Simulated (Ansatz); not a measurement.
# C3H5NO2: the cost of one run

All numbers below are computed with Ansatz 0.2.0 (RKS B3LYP-D4/def2-SVP).

**1. The structure to begin with**

Bond lengths: C1–N2 1.450 Å, N2–C3 1.304 Å, C3–O4 1.407 Å, C3–C5 1.477 Å, C5–O6 1.238 Å, C1–H7 1.049 Å, C1–H8 1.083 Å, C1–H9 1.174 Å, O4–H10 0.923 Å, C5–H11 1.064 Å. Angles: C1–N2–C3 117.8°, N2–C1–H7 111.6°, N2–C1–H8 109.8°, N2–C1–H9 108.8°, H7–C1–H8 111.5°, H7–C1–H9 107.1°, H8–C1–H9 107.9°, N2–C3–O4 114.1°, N2–C3–C5 131.2°, O4–C3–C5 114.7°, C3–O4–H10 106.6°, C3–C5–O6 120.9°, C3–C5–H11 115.5°, O6–C5–H11 123.6°.

Structure file:

```xyz
11

C    -0.0793   -1.0172    1.2352
N     0.8919   -0.2950    0.4363
C     0.4459    0.4382   -0.5454
O     1.4541    1.0880   -1.2818
C    -0.9285    0.6924   -1.0223
O    -1.8224    1.0285   -0.2340
H     0.3849   -1.7003    1.8823
H    -0.7956   -1.5074    0.5879
H    -0.6634   -0.2493    1.9047
H     2.2554    0.8812   -0.8727
H    -1.0777    0.5840   -2.0697
```

**2. End point A**

input.yaml

```yaml
crystal:
  periodic: [false, false, false]
  atoms:
    - { symbol: C, position_ang: [-0.0793, -1.0172, 1.2352] }
    - { symbol: "N", position_ang: [0.8919, -0.295, 0.4363] }
    - { symbol: C, position_ang: [0.4459, 0.4382, -0.5454] }
    - { symbol: O, position_ang: [1.4541, 1.088, -1.2818] }
    - { symbol: C, position_ang: [-0.9285, 0.6924, -1.0223] }
    - { symbol: O, position_ang: [-1.8224, 1.0285, -0.234] }
    - { symbol: H, position_ang: [0.3849, -1.7003, 1.8823] }
    - { symbol: H, position_ang: [-0.7956, -1.5074, 0.5879] }
    - { symbol: H, position_ang: [-0.6634, -0.2493, 1.9047] }
    - { symbol: H, position_ang: [2.2554, 0.8812, -0.8727] }
    - { symbol: H, position_ang: [-1.0777, 0.584, -2.0697] }
basis:
  gaussian: { orbitals: def2-SVP }
hamiltonian:
  xc: b3lyp
  dispersion: d4
relax:
  f_tol: 0.02
  max_steps: 50
```

Run with:

```console
$ ansatz run input.yaml --threads 2 --pin off --max-ram 3072MiB --backend cpu --events-out ev --progress --plain --runs-dir out
```

Q: Estimate wall time and peak memory on 2 threads of Arm Neoverse N1, shared host.

About 73 s, with a peak of 0.24 GiB.
